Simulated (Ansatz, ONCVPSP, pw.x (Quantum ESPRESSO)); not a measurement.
pw.x on bcc H: one setting changed

Potential: optimised norm-conserving Vanderbilt (ONCV), ONCVPSP 4.0.1.1 (patched build), PBEsol; core none, reference 1s1; waves: 1s: rc 1.05 bohr, ncon 3, nbas 8, qcut 5.8 1/bohr, 1 projector; p scattering state at 0.43 Ha: rc 1.15 bohr, ncon 4, nbas 7, qcut 6.2 1/bohr, 2 projectors, debl 1.3 Ha; local part: polynomial inside 0.75 bohr (lpopt 5, dvloc0 4 Ha); core correction: none.

The reference run (k-mesh 18³, cutoffs 85/340 Ry, Fermi–Dirac 0.01 Ry, mixing_beta 0.4, conv_thr 1e-9, no spin) gives -3.62 GPa at 2.977 Å³/atom, where all-electron LAPW gives -2.42 GPa. This run, with its own iteration cap, changes k-mesh shift to 1.

```
&control
  calculation='scf', prefix='x', pseudo_dir='./', outdir='./tmp', tstress=.true., disk_io='none'
/
&system
  ibrav=0, nat=1, ntyp=1, ecutwfc=85, ecutrho=340, nbnd=7,
  occupations='smearing', smearing='fd', degauss=0.01
/
&electrons
  conv_thr=1e-09, mixing_beta=0.4, electron_maxstep=50
/
ATOMIC_SPECIES
H 1.0 H.UPF
CELL_PARAMETERS angstrom
  -0.90623246 0.90623246 0.90623246
  0.90623246 -0.90623246 0.90623246
  0.90623246 0.90623246 -0.90623246
ATOMIC_POSITIONS crystal
H 0.0000 0.0000 0.0000
K_POINTS automatic
18 18 18 1 1 1
```

```bash
pw.x < H.scf.in > H.scf.out
```

**Question.** How does the run end?

**Answer.** It converges in 3 iterations; the free energy moves by +5.8 meV/atom and the pressure by +0.32 GPa.

```
Message from routine setup:
     using ibrav=0 with symmetry is DISCOURAGED, use correct ibrav instead
     lattice parameter (alat)  =       2.9662  a.u.
     unit-cell volume          =      20.0898 (a.u.)^3
     number of electrons       =         1.00
     number of Kohn-Sham states=            7
     kinetic-energy cutoff     =      85.0000  Ry
     charge density cutoff     =     340.0000  Ry
     scf convergence threshold =      1.0E-09
     Exchange-correlation= PBESOL
     number of k points=   190  Fermi-Dirac smearing, width (Ry)=  0.0100
     iteration #  1     ecut=    85.00 Ry     beta= 0.40
     total energy              =      -1.07130916 Ry
     estimated scf accuracy    <       0.00000053 Ry
     iteration #  2     ecut=    85.00 Ry     beta= 0.40
     total energy              =      -1.07131014 Ry
     estimated scf accuracy    <       0.00000019 Ry
     iteration #  3     ecut=    85.00 Ry     beta= 0.40
     the Fermi energy is     3.8895 ev
!    total energy              =      -1.07131015 Ry
     estimated scf accuracy    <          6.8E-12 Ry
     smearing contrib. (-TS)   =      -0.00058363 Ry
     The total energy is F=E-TS. E is the sum of the following terms:
     one-electron contribution =       0.63500867 Ry
     hartree contribution      =       0.01624982 Ry
     xc contribution           =      -0.65945443 Ry
     ewald contribution        =      -1.06253058 Ry
     convergence has been achieved in   3 iterations
          total   stress  (Ry/bohr**3)                   (kbar)     P=      -33.04
     Message from routine punch:
     Nothing written, as per user request (disk_io='none')
```

The run took about 4.4 s on one core of a shared host (Neoverse-N1, 64 threads, 124 GiB, load 56).
